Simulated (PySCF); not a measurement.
# AlH₂⁻: structure of the triplet

Where does triplet AlH₂⁻ go from a linear start, is the end point a minimum, and what are its modes, charges and moments?

The runs use PySCF 2.14.0; PBE0, basis Al def2-TZVPD, H def2-TZVPD, no relativity, density fitting.

### Step 1. The system as given

3 atoms, charge -1, spin multiplicity 3.

Bond lengths: Al1–H2 1.580 Å, Al1–H3 1.580 Å. Angles: H2–Al1–H3 180.0°.

Coordinates in bohr (charge -1 multiplicity 3):
```
Al    0.0000    0.0000    0.0000
H     0.0000    0.0000    2.9858
H     0.0000    0.0000   -2.9858
```

### Step 2. Finding the electronic state

The steps below are one call of a driver around PySCF. For each, scf.py gives the equivalent set-up of the SCF; relaxations use the driver's own optimiser. After this first run the driver tries any further starts and a stability analysis.

The input, scf.py:

```python
from pyscf import gto, scf, dft
mol = gto.M(atom='''
Al     0.000000     0.000000     0.000000
H      0.000000     0.000000     1.580000
H      0.000000     0.000000    -1.580000''',
    basis={'Al': 'def2-TZVPD', 'H': 'def2-TZVPD'},
    charge=-1, spin=2)
mf = dft.UKS(mol, xc='PBE0')
mf.grids.atom_grid = (50, 194)
aux = {'Al': 'def2-universal-JKFIT', 'H': 'def2-universal-JKFIT'}
mf = mf.density_fit(auxbasis=aux)
mf.conv_tol = 1e-08
mf.diis_space = 10
mf.max_cycle = 60
mf.init_guess = 'minao'
mf.verbose = 4
mf.kernel()
```

On the command line:

```console
$ OMP_NUM_THREADS=2 python axn.py task.json out
```

The log of the run:

```text
init E= -243.272993214557
[... the frontier-level lines of each cycle are left out ...]
cycle= 1 E= -243.411811735428  delta_E= -0.139  |g|= 0.0991  |ddm|= 1.09
cycle= 2 E= -243.425574232109  delta_E= -0.0138  |g|= 0.0411  |ddm|= 0.425
cycle= 3 E= -243.427457651686  delta_E= -0.00188  |g|= 0.0125  |ddm|= 0.129
cycle= 4 E= -243.427559171507  delta_E= -0.000102  |g|= 0.00391  |ddm|= 0.0194
cycle= 5 E= -243.42758680342  delta_E= -2.76e-05  |g|= 0.000997  |ddm|= 0.0106
cycle= 6 E= -243.427589602884  delta_E= -2.8e-06  |g|= 0.000114  |ddm|= 0.00471
cycle= 7 E= -243.427589628596  delta_E= -2.57e-08  |g|= 1.5e-05  |ddm|= 0.00067
cycle= 8 E= -243.427589628989  delta_E= -3.93e-10  |g|= 4.36e-06  |ddm|= 7.18e-05
Extra cycle  E= -243.427589629009  delta_E= -2.03e-11  |g|= 2.36e-06  |ddm|= 1.36e-05
converged SCF energy = -243.427589629009  <S^2> = 2.0199482  2S+1 = 3.0132695
```

This step, with its further starts and checks, took 3.7 s on 2 threads of Arm Neoverse V2, shared host.

Energies from each starting density:

| start | energy (Eh) |
| --- | --- |
| the minimal-basis guess | -243.427590 |
| a thermally smeared density | -243.427590 |
| a smeared PBE density | -243.427590 |

No lower solution of this spin turned up from the other starts or in the test of internal stability.

### Step 3. Relaxing the triplet from the linear start

The program finds D∞h symmetry in the start, which this walk keeps.

Changes to scf.py since step 2:

```diff
@@ -15 +14,0 @@
-mf.init_guess = 'minao'
```

Steps of the walk:

| step | energy (Eh) | change (kJ/mol) | largest symmetric gradient (Eh/bohr) |
| --- | --- | --- | --- |
| 0 | -243.427590 | 0.00 | 0.00021 |

The walk took under 0.5 s.

It settles in D∞h symmetry, 0.0 kJ/mol below the start, after 0 steps: Al–H 1.580 Å (×2); H–Al–H 180.0°.

### Step 4. Is it a minimum? Harmonic modes

The point is checked on the finer grid, and tightened if its gradient asks for it. The Hessian and the dipole derivatives come from central differences of analytic gradients, with steps of 0.02 bohr.

Changes to scf.py since step 3:

```diff
@@ -3,3 +3,3 @@
-Al     0.000000     0.000000     0.000000
-H      0.000000     0.000000     1.580000
-H      0.000000     0.000000    -1.580000''',
+Al     0.000000     0.000000    -0.000000
+H     -0.000000    -0.000000     1.580799
+H      0.000000     0.000000    -1.580799''',
@@ -9 +9 @@
-mf.grids.atom_grid = (50, 194)
+mf.grids.atom_grid = (75, 302)
@@ -12 +12 @@
-mf.conv_tol = 1e-08
+mf.conv_tol = 1e-10
```

This SCF starts from the last density.

Log of the central SCF (cycles and frontier levels):

```text
init E= -243.427586168127
[... the frontier-level lines of each cycle are left out ...]
cycle= 1 E= -243.427586168128  delta_E= -4.55e-13  |g|= 2.41e-07  |ddm|= 1.2e-06
Extra cycle  E= -243.427586168128  delta_E= -1.42e-13  |g|= 1.31e-07  |ddm|= 5.59e-07
converged SCF energy = -243.427586168128  <S^2> = 2.0199827  2S+1 = 3.0132924
```

The whole step took 7.9 s.

Geometry: D∞h; Al–H 1.581 Å (×2); H–Al–H 180.0°.

Modes, for the most abundant isotopes:

| symmetry | ω (cm⁻¹) | IR (km/mol) |
| --- | --- | --- |
| πu | 1268i | 5744 |
| σg+ | 1897 | 0.0 |
| σu+ | 1939 | 166 |

With 2 modes imaginary (up to 1268i cm⁻¹) this point is a saddle.

Constants and moments:

| Item | Value |
| --- | --- |
| Dipole moment about the centre of mass | 0.00 D |
| Highest occupied level | 1.35 eV |
| Lowest empty level | 3.35 eV |
| Rotational constants | 3.347 cm⁻¹ |
| Zero-point energy (real modes) | 22.9 kJ/mol |
| Principal polarisabilities | 102.9, 216.0, 216.0 bohr³ |
| Principal traceless quadrupole moments about the centre of mass | -0.63, -0.63, 1.26 D Å |
| Spin squared ⟨S²⟩ | 2.020 |

Charges (e) and bond orders:

```
atom  Mulliken  Löwdin  polar tensor  spin (Mulliken)  Mayer order to Al1
 Al1     -1.03   -0.29         -2.31             2.08                   –
H2,3      0.01   -0.36          0.65            -0.04                0.91
```

Outer orbital energies (eV). α occupied: -107.74, -67.81, -67.81, -67.61, -5.98, -3.56, 1.35, 1.35; empty: 3.35, 3.93, 5.42, 5.42. β occupied: -1521.75, -107.60, -67.57, -67.57, -67.54, -5.29, -3.63; empty: 4.23, 4.29, 4.29, 4.62.

Mulliken populations on Al1: s 5.18, p 8.78, d 0.06, f 0.02.

### Step 5. Leaving the saddle point

The start is the last point, displaced along its most imaginary mode.

The program finds C2v symmetry in the start, which this walk keeps. The walk stops when the largest gradient is under 0.0003 Eh/bohr and the energy has settled too.

Changes to scf.py since step 4:

```diff
@@ -3,3 +3,3 @@
-Al     0.000000     0.000000    -0.000000
-H     -0.000000    -0.000000     1.580799
-H      0.000000     0.000000    -1.580799''',
+Al     0.008868    -0.001313     0.000000
+H     -0.118706     0.017572     1.580799
+H     -0.118706     0.017572    -1.580799''',
@@ -9 +9 @@
-mf.grids.atom_grid = (75, 302)
+mf.grids.atom_grid = (50, 194)
@@ -12 +12 @@
-mf.conv_tol = 1e-10
+mf.conv_tol = 1e-08
```

Steps of the walk:

| step | energy (Eh) | change (kJ/mol) | largest symmetric gradient (Eh/bohr) |
| --- | --- | --- | --- |
| 0 | -243.430743 | 0.00 | 0.02377 |
| 1 | -243.444316 | -35.63 | 0.02825 |
| 2 | -243.454714 | -62.94 | 0.01050 |
| 3 | -243.457022 | -69.00 | 0.01133 |
| 4 | -243.458238 | -72.19 | 0.00702 |
| 5 | -243.458874 | -73.86 | 0.00134 |
| 6 | -243.458885 | -73.89 | 0.00012 |
| 7 | -243.458885 | -73.89 | 0.00000 |

The walk took 3.9 s.

Geometry (Å) and forces (eV/Å) at some steps:

```
step 0
Al   0.009  -0.001   0.000   1.222  -0.181   0.000
H   -0.119   0.018   1.581  -0.611   0.090   0.001
H   -0.119   0.018  -1.581  -0.611   0.090  -0.001
step 1
Al   0.168  -0.025   0.000   1.452  -0.215   0.000
H   -0.198   0.029   1.562  -0.726   0.108  -0.071
H   -0.198   0.029  -1.562  -0.726   0.108   0.071
step 4
Al   0.465  -0.069   0.000  -0.213   0.034   0.000
H   -0.347   0.051   1.450   0.107  -0.017  -0.361
H   -0.347   0.051  -1.450   0.107  -0.017   0.361
step 7
Al   0.478  -0.071   0.000   0.001   0.004   0.000
H   -0.353   0.052   1.396   0.000  -0.002   0.000
H   -0.353   0.052  -1.396   0.000  -0.002   0.000
```

End point (C2v, 7 steps, 73.9 kJ/mol gained): Al–H 1.630 Å (×2); H–Al–H 117.9°.

### Step 6. Is it a minimum? Harmonic modes

As before: finer grid, then central differences.

Changes to scf.py since step 5:

```diff
@@ -3,3 +3,3 @@
-Al     0.008868    -0.001313     0.000000
-H     -0.118706     0.017572     1.580799
-H     -0.118706     0.017572    -1.580799''',
+Al     0.057793    -0.008555     0.000000
+H     -0.773619     0.114518     1.396130
+H     -0.773619     0.114518    -1.396130''',
@@ -9 +9 @@
-mf.grids.atom_grid = (50, 194)
+mf.grids.atom_grid = (75, 302)
@@ -12 +12 @@
-mf.conv_tol = 1e-08
+mf.conv_tol = 1e-10
```

Log of the central SCF (cycles and frontier levels):

```text
init E= -243.45888633
[... the frontier-level lines of each cycle are left out ...]
cycle= 1 E= -243.458886330003  delta_E= -3.13e-12  |g|= 2.88e-06  |ddm|= 7.63e-06
Extra cycle  E= -243.458886330006  delta_E= -2.16e-12  |g|= 1.83e-06  |ddm|= 5.07e-06
converged SCF energy = -243.458886330006  <S^2> = 2.0024527  2S+1 = 3.0016347
```

The whole step took 8.1 s on 2 threads of Arm Neoverse V2, shared host.

Geometry: C2v; Al–H 1.630 Å (×2); H–Al–H 117.9°.

Harmonic modes (main isotopes):

```csv
symmetry,ω (cm⁻¹),IR (km/mol),μ (u),type
a1,708,184,1.06,bend
a1,1700,267,1.03,stretch
b2,1714,504,1.06,stretch
```

No imaginary mode, so this is a minimum.

Constants and moments:

```
Dipole moment about the centre of mass                          : 0.01 D
Highest occupied level                                          : 1.44 eV
Lowest empty level                                              : 3.33 eV
Rotational constants                                            : 12.72, 4.291, 3.209 cm⁻¹
Zero-point energy                                               : 24.7 kJ/mol
Principal polarisabilities                                      : 92.9, 99.1, 160.5 bohr³
Principal traceless quadrupole moments about the centre of mass : -1.55, -0.04, 1.59 D Å
Entropy at 298.15 K and 1 bar (electronic part: spin only)      : 217.8 J/(mol K)
Heat capacity Cp at 298.15 K                                    : 37.0 J/(mol K)
Enthalpy at 298.15 K above 0 K                                  : 10.21 kJ/mol
Rotational symmetry number                                      : 2
Spin squared ⟨S²⟩                                               : 2.002
```

Populations by atom (charges in e):

| atom | Mulliken | Löwdin | polar tensor | spin (Mulliken) | Mayer order to Al1 |
| --- | --- | --- | --- | --- | --- |
| Al1 | -0.85 | -0.30 | -0.36 | 1.90 | – |
| H2,3 | -0.08 | -0.35 | -0.32 | 0.05 | 1.01 |

Outer orbital energies (eV). α occupied: -107.57, -67.62, -67.59, -67.47, -5.66, -2.93, -0.02, 1.44; empty: 3.97, 5.13, 5.13, 5.52. β occupied: -1521.62, -107.41, -67.39, -67.39, -67.37, -4.84, -2.59; empty: 3.33, 4.44, 4.58, 5.72.

Mulliken populations on Al1: s 5.26, p 8.44, d 0.14, f 0.01.

### Step 7. All stationary points

| spin | group | bonds | imaginary modes (cm⁻¹) | ΔE (kJ/mol) | with zero-point energy |
| --- | --- | --- | --- | --- | --- |
| triplet | C2v | Al–H 1.630 Å (×2) | none | 0.0 | 0.0 |
| triplet | D∞h | Al–H 1.581 Å (×2) | 1268i, 1268i | 82.2 | – |

### Step 8. What came out

| quantity | value |
| --- | --- |
| minimum | triplet, C2v |
| geometry | Al–H 1.630 Å (×2); H–Al–H 117.9° |
| wavenumbers (cm⁻¹) | 708 (a1), 1700 (a1), 1714 (b2) |
| dipole moment (centre of mass) | 0.01 D |
| highest occupied, lowest empty level (either spin) | 1.44, 3.33 eV |
| polar-tensor charge of Al1 | -0.36 e |
| zero-point energy | 24.7 kJ/mol |
| entropy at 298.15 K | 217.8 J/(mol K) |
| ⟨S²⟩ | 2.002 |

What this shows: The linear start (D∞h) ends in a minimum of C2v symmetry, after a stop at a second-order saddle point 82.2 kJ/mol higher, from which it was pushed off along an imaginary mode. In the infrared the band at 1714 cm⁻¹ (b2, stretch) leads. Most of the spin sits on Al1 (Mulliken spin 1.90, against 2 for the whole molecule). Only this shape and spin were tried, so other structures or states may lie lower. The highest occupied level lies above zero: either self-interaction error lifts it or the extra electron is not bound, and the basis holds it in place.

The search up to here took 24 s.
